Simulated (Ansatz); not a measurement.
**P (model structure, started from the hcp type, P6₃/mmc, No. 194, 2 atoms in the cell): properties by level of theory**

```tsv
level (code)	lattice constant a (Å)	lattice parameter c (Å)
PBE (Ansatz)	___	___
PBEsol (Ansatz)	2.681	4.474
PBE-D3(BJ) (Ansatz)	___	4.446
r²SCAN (Ansatz)	___	___
```

Task: Fill in the missing entries.

Result: 
- PBE (Ansatz, an electronic-structure program), lattice constant a (Å): 2.715
- PBE (Ansatz), lattice parameter c (Å): 4.545
- PBE-D3(BJ) (Ansatz), lattice constant a (Å): 2.665
- r²SCAN (Ansatz), lattice constant a (Å): 2.718
- r²SCAN (Ansatz), lattice parameter c (Å): 4.561

Ansatz's density-functional and Hartree–Fock values are scalar-relativistic unless marked +SOC, with PAW data made under PBE.

A model structure was made by putting elements into a prototype or built by hand; it is no filed structure, need not be a known phase, and can be a saddle point held by its symmetry.
